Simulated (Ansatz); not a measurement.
Steps of a relaxation of C3H6OS, SMILES `C=C(O)SC` with RKS PBE0-D4/def2-TZVP.

```sh
$ ansatz run in.yaml --threads 4 --pin off --events-out ev --progress --plain --max-ram 10444MiB
```

```yaml
crystal:
  periodic: [false, false, false]
  atoms:
    - {symbol: C, position_ang: [0.344181, 0.628781, 1.652503]}
    - {symbol: C, position_ang: [0.309346, -0.472060, 0.872127]}
    - {symbol: O, position_ang: [-0.246509, -1.644226, 1.287872]}
    - {symbol: S, position_ang: [1.017009, -0.507070, -0.782754]}
    - {symbol: C, position_ang: [-0.285520, 0.377504, -1.716133]}
    - {symbol: H, position_ang: [-0.128325, 0.617609, 2.646159]}
    - {symbol: H, position_ang: [0.847604, 1.539073, 1.305303]}
    - {symbol: H, position_ang: [-0.190513, -2.258417, 0.528385]}
    - {symbol: H, position_ang: [0.022461, 0.349963, -2.779417]}
    - {symbol: H, position_ang: [-1.268426, -0.119395, -1.609049]}
    - {symbol: H, position_ang: [-0.355908, 1.431239, -1.384297]}
basis:
  gaussian: {orbitals: def2-TZVP}
hamiltonian: {xc: pbe0, dispersion: d4}
relax: {f_tol: 0.005, max_steps: 150}
```

Positions (Å) and forces (eV/Å) along the path, 11 of 15 steps:

```xyz
11
step=1 energy=-16083.2057 eV
C     0.344    0.629    1.653   -0.040   -0.603   -0.340
C     0.309   -0.472    0.872    0.154    0.776    0.256
O    -0.247   -1.644    1.288    0.197   -0.057   -0.723
S     1.017   -0.507   -0.783   -0.565    0.266    0.292
C    -0.286    0.378   -1.716   -0.109    0.090   -0.076
H    -0.128    0.618    2.646    0.260    0.009   -0.521
H     0.848    1.539    1.305   -0.284   -0.521    0.172
H    -0.191   -2.258    0.528   -0.069    0.393    0.602
H     0.022    0.350   -2.779   -0.134   -0.004    0.520
H    -1.268   -0.119   -1.609    0.524    0.227   -0.037
H    -0.356    1.431   -1.384    0.067   -0.575   -0.147
11
step=2 energy=-16083.2622 eV
C     0.346    0.622    1.642   -0.010   -0.143   -0.038
C     0.308   -0.458    0.863    0.117    0.174   -0.089
O    -0.259   -1.622    1.270    0.059   -0.008   -0.261
S     1.019   -0.489   -0.777   -0.278    0.131    0.164
C    -0.285    0.372   -1.706    0.044   -0.040    0.025
H    -0.117    0.606    2.627    0.065    0.018   -0.141
H     0.843    1.523    1.303   -0.067   -0.130    0.058
H    -0.200   -2.236    0.524   -0.034    0.078    0.211
H     0.022    0.348   -2.757   -0.052    0.006    0.144
H    -1.248   -0.136   -1.597    0.145    0.073   -0.021
H    -0.365    1.411   -1.372    0.013   -0.161   -0.052
11
step=3 energy=-16083.2703 eV
C     0.356    0.620    1.648   -0.002    0.009    0.041
C     0.314   -0.446    0.859    0.001   -0.017   -0.126
O    -0.274   -1.604    1.250   -0.021    0.040   -0.008
S     1.021   -0.465   -0.770    0.011    0.021    0.032
C    -0.288    0.364   -1.704    0.036   -0.039    0.057
H    -0.123    0.603    2.619    0.023   -0.003    0.028
H     0.869    1.513    1.327   -0.008    0.016   -0.004
H    -0.207   -2.222    0.515   -0.006   -0.040    0.009
H     0.020    0.341   -2.749    0.005   -0.003   -0.021
H    -1.238   -0.157   -1.597   -0.024   -0.007   -0.006
H    -0.386    1.397   -1.376   -0.014    0.023   -0.001
11
step=4 energy=-16083.2708 eV
C     0.367    0.615    1.655   -0.080    0.059   -0.025
C     0.310   -0.439    0.851    0.069   -0.057   -0.036
O    -0.296   -1.589    1.233   -0.061    0.010    0.092
S     1.031   -0.459   -0.769   -0.043    0.073    0.013
C    -0.285    0.359   -1.701    0.041   -0.045   -0.025
H    -0.105    0.592    2.628   -0.005   -0.015    0.047
H     0.851    1.520    1.326    0.094    0.039    0.012
H    -0.208   -2.220    0.513    0.017   -0.073   -0.069
H     0.018    0.334   -2.748   -0.005    0.003   -0.016
H    -1.232   -0.165   -1.589   -0.020   -0.012    0.000
H    -0.387    1.394   -1.379   -0.007    0.020    0.006
11
step=5 energy=-16083.2745 eV
C     0.368    0.619    1.665    0.040    0.041    0.005
C     0.307   -0.427    0.850    0.026   -0.050    0.007
O    -0.314   -1.574    1.218   -0.072    0.010    0.067
S     1.037   -0.435   -0.763    0.013    0.050   -0.011
C    -0.288    0.350   -1.707    0.006   -0.023   -0.026
H    -0.092    0.584    2.644   -0.032   -0.008    0.030
H     0.883    1.516    1.358    0.026    0.020   -0.003
H    -0.218   -2.206    0.500    0.021   -0.041   -0.054
H     0.023    0.327   -2.752    0.001   -0.001   -0.025
H    -1.225   -0.195   -1.602   -0.021   -0.014    0.000
H    -0.416    1.383   -1.391   -0.007    0.017    0.008
11
step=6 energy=-16083.2824 eV
C     0.411    0.624    1.732    0.332    0.022   -0.121
C     0.307   -0.369    0.849   -0.206   -0.016    0.286
O    -0.419   -1.490    1.132    0.087    0.190   -0.122
S     1.079   -0.316   -0.736   -0.056    0.052   -0.103
C    -0.303    0.299   -1.735   -0.169    0.089    0.076
H    -0.048    0.549    2.710   -0.035   -0.033   -0.032
H     1.012    1.503    1.504   -0.247   -0.250   -0.008
H    -0.268   -2.133    0.430    0.031    0.109    0.051
H     0.034    0.288   -2.772    0.020   -0.002   -0.003
H    -1.187   -0.341   -1.646    0.177    0.102    0.021
H    -0.553    1.329   -1.447    0.066   -0.263   -0.047
11
step=7 energy=-16083.2931 eV
C     0.437    0.618    1.760    0.196   -0.037   -0.174
C     0.304   -0.343    0.846   -0.186   -0.036    0.341
O    -0.461   -1.448    1.096    0.128    0.201   -0.144
S     1.092   -0.272   -0.729   -0.092    0.054   -0.075
C    -0.305    0.280   -1.743   -0.146    0.070    0.069
H    -0.021    0.527    2.738   -0.034   -0.051   -0.019
H     1.031    1.500    1.546   -0.130   -0.165   -0.017
H    -0.288   -2.097    0.403    0.026    0.100    0.061
H     0.037    0.270   -2.778    0.021   -0.001   -0.014
H    -1.165   -0.391   -1.650    0.154    0.097    0.017
H    -0.594    1.301   -1.467    0.064   -0.232   -0.043
11
step=8 energy=-16083.3106 eV
C     0.505    0.599    1.836   -0.073   -0.082    0.018
C     0.276   -0.266    0.853    0.194    0.075   -0.037
O    -0.567   -1.316    1.013   -0.142    0.016    0.078
S     1.088   -0.125   -0.708   -0.144   -0.048    0.068
C    -0.327    0.231   -1.780    0.176    0.013   -0.006
H     0.056    0.444    2.810    0.052    0.015    0.010
H     1.135    1.458    1.663   -0.031    0.039    0.014
H    -0.337   -1.997    0.375    0.045   -0.004   -0.080
H     0.090    0.242   -2.788   -0.145    0.045   -0.039
H    -1.100   -0.532   -1.716    0.021   -0.081    0.006
H    -0.754    1.205   -1.538    0.045    0.011   -0.032
11
step=11 energy=-16083.3182 eV
C     0.527    0.589    1.869   -0.031    0.009   -0.008
C     0.275   -0.232    0.854    0.027    0.014    0.021
O    -0.602   -1.261    0.979   -0.023   -0.021   -0.003
S     1.091   -0.073   -0.699   -0.019    0.006   -0.028
C    -0.323    0.207   -1.792    0.024   -0.011    0.029
H     0.091    0.401    2.843    0.023   -0.005   -0.009
H     1.155    1.455    1.725   -0.006   -0.008    0.007
H    -0.370   -1.936    0.331    0.002    0.017    0.006
H     0.072    0.216   -2.807    0.007    0.000   -0.022
H    -1.060   -0.591   -1.708   -0.009   -0.009   -0.002
H    -0.790    1.167   -1.576    0.004    0.008    0.009
11
step=13 energy=-16083.3184 eV
C     0.527    0.590    1.871    0.006   -0.007   -0.003
C     0.273   -0.228    0.855   -0.005    0.007    0.003
O    -0.607   -1.256    0.979   -0.001    0.004    0.001
S     1.088   -0.068   -0.698    0.009   -0.005   -0.001
C    -0.323    0.203   -1.794   -0.005   -0.002    0.011
H     0.100    0.396    2.848   -0.002   -0.001    0.000
H     1.158    1.454    1.729   -0.002    0.005    0.000
H    -0.376   -1.928    0.330    0.001   -0.004   -0.004
H     0.076    0.220   -2.809    0.000    0.003    0.002
H    -1.054   -0.600   -1.716   -0.002    0.001   -0.003
H    -0.797    1.160   -1.574    0.000   -0.003   -0.006
11
step=15 energy=-16083.3184 eV
C     0.528    0.590    1.871    0.001    0.001   -0.001
C     0.274   -0.228    0.855    0.000    0.000   -0.001
O    -0.608   -1.254    0.979    0.000    0.002    0.002
S     1.089   -0.071   -0.698    0.000    0.001    0.000
C    -0.323    0.202   -1.793    0.000    0.001   -0.001
H     0.100    0.397    2.847    0.000    0.000    0.001
H     1.158    1.454    1.729    0.000    0.001    0.001
H    -0.377   -1.928    0.330   -0.002   -0.004   -0.002
H     0.076    0.224   -2.808    0.000   -0.001    0.000
H    -1.053   -0.602   -1.719    0.000    0.000    0.000
H    -0.798    1.158   -1.571    0.000    0.000    0.002
```

Run time 36 s (4 threads of an Arm Neoverse V2 on a shared host); peak host memory 0.48 GiB.
